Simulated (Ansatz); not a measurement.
Consider InAs in the zinc blende structure (space group F-43m, No. 216; a = 6.187 Å).

All numbers come from DFT with PBE, PAW potentials and a 420 eV plane-wave cutoff in Ansatz (a program for electronic structure), no SOC, earlier PAW set.

Modification: Al takes the place of In on all its sites, then cell and atoms are relaxed.

Measured lattice parameter a: InAs 6.047 Å (static lattice; corrected from measurement; as listed in Daniel Mejia-Rodriguez, S. B. Trickey, Phys. Rev. B (2018)); AlAs 5.649 Å (static lattice; corrected from measurement; as listed in Daniel Mejia-Rodriguez, S. B. Trickey, Phys. Rev. B (2018)).

Problem. How well does PBE reproduce the measured shift?

Solution. With PBE the lattice parameter a moves by -0.459 Å (6.187 → 5.728) against -0.398 Å measured.

Whether these cells are dynamically stable was not tested. All final runs are without spin polarisation.
